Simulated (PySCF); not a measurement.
```xyz
6
charge 0 multiplicity 1, angstrom
S     0.0000    0.0000   -0.8894
S     0.0000    0.0000    1.0628
H     1.0291    0.0000   -1.8067
H     0.0000    1.4147   -0.9427
H    -1.0291    0.0000   -1.8067
H     0.0000   -1.4147   -0.9427
```

All numbers come from PBE0 in PySCF with S def2-TZVP, H def2-TZVP; no relativity; density-fitted integrals.

This geometry of H4SS is a stationary point at this level.

Question: What is the point group?

Answer: C2v.

Question: Is it a minimum?

Answer: Yes: all harmonic wavenumbers are real.

Question: Which band is strongest in the infrared?

Answer: 2099 cm⁻¹ (b1), 562 km/mol.

Question: Give the ideal-gas entropy at 298.15 K and 1 bar by parts.

Answer: translation 161.5, rotation 86.0, vibration 6.4, spin 0.0; total 253.8 J/(mol K).

This need not be the most stable arrangement of these atoms.
